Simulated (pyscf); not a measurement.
Optimised with ωB97X-D3(BJ)/def2-SVP in PySCF.

HN=SiH–NH₂ + hydrogen (H₂) → HN=SiH₂ + ammonia (NH₃)
Surface: singlet. Broken: N–Si, H–H. Formed: H–Si, H–N. Give ΔE‡ and ΔE from ωB97M-D3(BJ)/def2-TZVP, relative to the separated reactants.

ΔE‡ = 139.8 kJ/mol, ΔE = +67.9 kJ/mol. Zero-point energy shifts the barrier by +12.7 kJ/mol. It is a four-centre exchange, with an imaginary mode of 1499i cm⁻¹. On the product side the descent ends in an adduct with a N–Si contact (not fully relaxed), 93.9 kJ/mol under the separated species and 162.7 kJ/mol under the saddle at ωB97X-D3(BJ)/def2-TZVP. What is counted as broken (N–Si) persists as a longer contact in the product adduct; parting that adduct is a step of its own. At the saddle there is also a short H–Si contact that neither side keeps. The same reactants have a lower exit, to H₂N–SiH₂–NH₂ (barrier +85.2 kJ/mol at ωB97M-D3(BJ)/def2-TZVP, against +139.8 kJ/mol here). HN=SiH–NH₂ lies 86.7 kJ/mol over its isomer H₂N–Si:–NH₂ [singlet] (electronic energy, ωB97M-D3(BJ)/def2-TZVP). HN=SiH₂ lies 76.0 kJ/mol over its isomer H₂N–SiH: [singlet] (electronic energy, ωB97M-D3(BJ)/def2-TZVP). This is the saddle that the search found; another between the same sides may lie lower.
